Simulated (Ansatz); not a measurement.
**Mean errors over 7 atomization energies**

Ansatz 0.2.0, functionals in def2-QZVPP, HF, MP2 and coupled cluster extrapolated from def2-TZVPP and def2-QZVPP (exp(−7.88 √X), X^−2.97); geometries are PBE0/def2-TZVP minima. Wave-function levels freeze the cores; HF, MP2 and coupled cluster are restricted for singlets and unrestricted otherwise, atoms included (their steps beyond CCSDT(Q) come from restricted open-shell runs), Kohn–Sham unrestricted where that lies lower. The best estimate adds to that CCSD(T) limit the step from CCSD(T) to the highest level run in a smaller set (CCSDT(Q)/cc-pVTZ, CCSDTQ/cc-pVDZ, full CI/cc-pVDZ). It lacks core correlation, which semilocal and hybrid functionals hold and which counts in their errors here, (a few kJ/mol in atomization energies of light atoms) is good to about 1 kcal/mol where the step is under 0.06 eV, as here, and is no measured value. An error is the level's value less this estimate. Energies are electronic, without zero-point terms. No spin–orbit coupling and no scalar relativity. B2PLYP's MP2 part freezes the cores and isn't at its limit in this set. CCSD(T)'s error is that step with its sign reversed, by construction, and steps from double-zeta sets run high. The species are chosen: bound, without strong static correlation by their natural occupations or amplitudes, in their lowest spin state as far as vertical gaps and like structures tell, and with a ladder that closes on the reference, so errors are smaller than for species at large; levels whose determinant breaks symmetry or spin markedly are left out.

```
                                                                             species     quantity                         reference  value (kcal/mol)  error MP2  error CCSD  error CCSD(T)  error PBE  error B97M-V  error wB97M-V  error B2PLYP
                                HON, triplet (N–O 1.310, O–H 0.972, angle at O 109°)  atomization    limit + step to CCSDTQ/cc-pVDZ             179.7        2.9        -7.2           -0.6       19.5           1.5            4.1           2.6
                                           H2O, singlet (O–H 0.960, angle at O 105°)  atomization   limit + step to full CI/cc-pVDZ             233.6        4.3        -4.0           -0.3        0.2          -4.9           -1.9          -3.0
                     B–AlH2, triplet (B–Al 2.079, Al–H 1.585, angles at Al 117/126°)  atomization    limit + step to CCSDTQ/cc-pVDZ             177.6       -0.8        -2.2           -0.5        0.9          11.9           -1.8          -1.4
                              AlBO, singlet (B–Al 2.246, B–O 1.207, angle at B 180°)  atomization    limit + step to CCSDTQ/cc-pVDZ             275.9       15.6        -9.2           -0.6       10.5           2.3            3.3           1.3
                                                          BS, doublet Σ⁺ (B–S 1.608)  atomization   limit + step to full CI/cc-pVDZ             134.2        7.1        -7.5           -0.8       10.0           6.3            0.3           0.7
HN–OH, doublet (N–O 1.354, N–H 1.026, O–H 0.964, angles at O 104°, angles at N 101°)  atomization  limit + step to CCSDT(Q)/cc-pVTZ             267.5        3.0        -8.3           -0.4       18.5           0.4            3.6           1.4
                                HBO, singlet (B–O 1.198, B–H 1.173, angle at B 180°)  atomization    limit + step to CCSDTQ/cc-pVDZ             310.3       14.3        -7.6           -0.5        9.6           1.3            2.4           3.2
```

```tsv
level	mean absolute error (kcal/mol)	mean signed error	largest error
CCSD(T)	0.5	-0.5	-0.8 (BS)
B2PLYP	1.9	0.7	3.2 (HBO)
wB97M-V	2.5	1.4	4.1 (HON)
B97M-V	4.1	2.7	11.9 (B–AlH2)
CCSD	6.6	-6.6	-9.2 (AlBO)
MP2	6.9	6.6	15.6 (AlBO)
PBE	9.9	9.9	19.5 (HON)
```

Errors of one sign throughout: CCSD (too low).
